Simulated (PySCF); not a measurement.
## P₂ and its ions

RHF-CCSD(T); PySCF, no relativity, basis sets P aug-pcseg-1. Neutral (RHF): singlet (closed shell), Re = 1.928 Å, ωe = 757 cm⁻¹, De = 4.03 eV.

P₂⁺ (UHF): doublet (π ↑), Re = 2.011 Å, ωe = 660 cm⁻¹, De = 4.05 eV to P⁺ + P. The energies at the minima are -681.67265 hartree for P2 and -681.29610 for P₂⁺.

(1) Work out the adiabatic ionisation energy, without and with harmonic zero-point energies (1 hartree = 27.2114 eV, 1 eV = 8065.5 cm⁻¹), and the change of the bond length.

Correlated steps freeze 10 core orbitals. Correlated levels converge slowly with the basis: in double zeta they bind strong bonds too weakly, by up to about 1 eV, and carry superposition errors of some tenths. Where the molecule has an RHF reference, its open-shell atoms are computed with UHF. States were picked by a PBE0 search and need not be the measured ground states.

Neutral and ion stand on different kinds of reference determinant, which adds to the error of the difference.

Results:

(1) At CCSD(T): 0.37655 hartree = 10.246 eV between the minima; the zero-point term (660.0 − 757.0)/2 cm⁻¹ = -0.006 eV makes it 10.240 eV. Re changes by +8.3 pm against the neutral. The electron leaves a π orbital, and the longer bond of the ion fits a bonding orbital, or a change in how ionic the bond is.
